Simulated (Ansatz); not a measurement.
Reaction: CH3Cl (chloromethane, SMILES ClC) → CH3 (SMILES [CH3], doublet) + Cl (doublet) (the C-Cl bond breaks)
Each species at its own B3LYP-D3(BJ)/def2-TZVP minimum (Ansatz, a quantum-chemistry and plane-wave program).

Property: bond dissociation energy (electronic), in kcal/mol. Open shells are spin-unrestricted; no spin-orbit coupling. CBS(X,Y): correlation extrapolated as X^-3, Hartree-Fock from the larger set (Q,5: extrapolated as (X+1)exp(-9√X)). A bracket is a step between two methods taken in the basis named. Functionals run without relativity, which enters their misses. '+ core + X2C': CCSD(T) terms for core correlation (cc-pwCVTZ, 1s frozen past Ne) and scalar relativity (cc-pVTZ-DK).

CCSD(T)/CBS(cc-pV(Q+d)Z,cc-pV(5+d)Z) + [CCSDT(Q) - CCSD(T)]/cc-pV(T+d)Z + core + X2C (Ansatz) gives 88.3 kcal/mol.

Task: How far off this value is PBE/def2-TZVPD (Ansatz), in which direction, and which of these levels come nearer: r2SCAN/def2-TZVPD, B3LYP/def2-TZVPD, PBE0/def2-TZVPD, CCSD(T)/CBS(cc-pV(Q+d)Z,cc-pV(5+d)Z) + core + X2C?

Result: PBE gives 90.2 kcal/mol, 1.9 kcal/mol above it. Differences of the others: r2SCAN/def2-TZVPD (Ansatz) -4.0; B3LYP/def2-TZVPD (Ansatz) -5.4; PBE0/def2-TZVPD (Ansatz) -1.2; CCSD(T)/CBS(cc-pV(Q+d)Z,cc-pV(5+d)Z) + core + X2C (Ansatz) 0.0 kcal/mol. Nearer than PBE: PBE0/def2-TZVPD, CCSD(T)/CBS(cc-pV(Q+d)Z,cc-pV(5+d)Z) + core + X2C.
